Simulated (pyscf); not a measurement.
A first-order saddle from PySCF, ωB97X-D3(BJ)/def2-SVP:

```xyz
11

P     -2.1689    -1.5406     1.3598
Ga    -0.7095    -0.0801     0.3495
P      0.6089    -0.4322    -1.5118
H     -3.1541    -0.5323     1.5619
H     -2.7150    -1.9805     0.1180
H      0.2901     0.7394     1.6841
H      1.8157    -0.0791    -0.8433
H      0.7516    -1.8277    -1.2668
O     -1.2777     1.7934     0.5317
H     -0.2914     1.4628     1.3183
H     -1.0540     2.4108    -0.1776
```

Surface: singlet, charge 0. Lowest wavenumbers (cm⁻¹): 1305i, 53, 73, 89, 134.

### Question
Which two sides does it connect, and which bonds change?

### Answer
H₂P–GaH–PH₂ + H₂O <-> HO–Ga(PH₂)–PH₂ + H₂, a four-centre exchange read from left to right: Ga–H, H–O broken and Ga–O, H–H formed. At ωB97M-D3(BJ)/def2-TZVP it lies +0.57 eV from the left side and +1.04 eV from the right (each side as separated species at their lowest minima found). On the reactant side the descent ends in an adduct with a Ga–O contact, 0.64 eV under the separated species and 1.16 eV under the saddle at ωB97X-D3(BJ)/def2-TZVP. What is counted as formed (Ga–O) is already present as a longer contact in the reactant adduct; forming that adduct is a step of its own. At the saddle there is also a short Ga–H contact that neither side keeps. One saddle was located; it need not be the lowest between these sides. Elements up to Kr have no core potential and no relativistic terms here.
